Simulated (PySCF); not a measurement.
Record of a relaxation.

Species: N₂O.
SMILES with atom numbers: `[N:1]#[N+:2][O-:3]`
Bond orders are those of one Lewis drawing.

Method: PySCF, PBE0-D3(BJ)/def2-SVP geometry optimisation, gas phase; density fitting, grid level 1; the optimiser is geomeTRIC in internal coordinates, started from an MMFF94s structure with every atom displaced at random (about 0.03 Å). The frame can shift and turn from step to step; on so coarse a grid that alone can change the energy by a few meV, and forces under 0.02 eV/Å are noise.

Step 0: E = -5013.6647 eV, largest atomic force 28.877 eV/Å
```
atom  x, y, z in Å  |  force x, y, z in eV/Å
N1     -1.138    0.027    0.013  -21.626  -1.152   0.392
N2     -0.129    0.090   -0.006   28.855   1.039  -0.481
O3      1.251    0.097   -0.026   -7.228   0.113   0.089
```

Step 1: E = -5015.4144 eV, largest atomic force 7.888 eV/Å
```
atom  x, y, z in Å  |  force x, y, z in eV/Å
N1     -1.186   -0.139    0.018    7.846   0.760  -0.271
N2      0.006    0.028   -0.015   -5.638   0.146   0.316
O3      1.164    0.324   -0.023   -2.208  -0.906  -0.045
```

Step 2: E = -5015.6164 eV, largest atomic force 7.864 eV/Å
```
atom  x, y, z in Å  |  force x, y, z in eV/Å
N1     -1.151   -0.147    0.015    5.404   0.738  -0.152
N2      0.009    0.053   -0.011   -7.787  -1.081   0.216
O3      1.126    0.308   -0.024    2.383   0.343  -0.064
```

Step 3: E = -5015.7901 eV, largest atomic force 2.110 eV/Å
```
atom  x, y, z in Å  |  force x, y, z in eV/Å
N1     -1.126   -0.163    0.011    1.090   0.363   0.005
N2     -0.017    0.081   -0.004   -2.006  -0.656  -0.007
O3      1.126    0.295   -0.027    0.916   0.293   0.002
```

Step 4: E = -5015.8022 eV, largest atomic force 0.137 eV/Å
```
atom  x, y, z in Å  |  force x, y, z in eV/Å
N1     -1.123   -0.160    0.012   -0.012   0.067   0.013
N2     -0.022    0.074   -0.005    0.014  -0.134  -0.024
O3      1.129    0.298   -0.027   -0.001   0.067   0.011
```

Step 5: E = -5015.8028 eV, largest atomic force 0.051 eV/Å
```
atom  x, y, z in Å  |  force x, y, z in eV/Å
N1     -1.124   -0.157    0.013    0.025   0.022   0.003
N2     -0.021    0.070   -0.006    0.025  -0.029  -0.006
O3      1.129    0.301   -0.026   -0.051   0.007   0.003
```

Step 6: E = -5015.8029 eV, largest atomic force under 0.02 eV/Å
```
atom  x, y, z in Å  |  force x, y, z in eV/Å
N1     -1.124   -0.157    0.013   -0.008  -0.002   0.001
N2     -0.021    0.068   -0.006    0.011   0.002   0.000
O3      1.128    0.302   -0.027   -0.003   0.000   0.000
```

**Question.** Summarise the path.

**Answer.** The energy falls by 49.31 kcal/mol from step 0 to step 6; nine tenths of that is first reached at step 2. It falls at every step. The largest force goes from 28.877 to under 0.02 eV/Å. Among the bonds N2–O3 changes most, from 1.381 to 1.173 Å; the atoms move by 0.086 Å rms after alignment.

**Question.** Follow the energy, the force and the coordinates that change most from start to end.

**Answer.** 
```
step  E above end (kcal/mol)  largest force (eV/Å)  N2–O3 (Å)  N1≡N2 (Å)  N1–N2–O3 (°)
   0                   49.31                28.877      1.381      1.011         176.7
   1                    8.96                 7.888      1.195      1.203         173.5
   2                    4.30                 7.864      1.146      1.177         176.9
   3                    0.29                 2.110      1.162      1.136         178.2
   4                    0.02                 0.137      1.173      1.126         179.0
   5                    0.00                 0.051      1.173      1.126         179.8
   6                    0.00            under 0.02      1.173      1.126         180.0
```

The cost below is that of the whole optimisation. The run took 3.0 s on one thread, Arm Neoverse V1 (aarch64), shared host, and the process peaked at 0.24 GiB of memory.
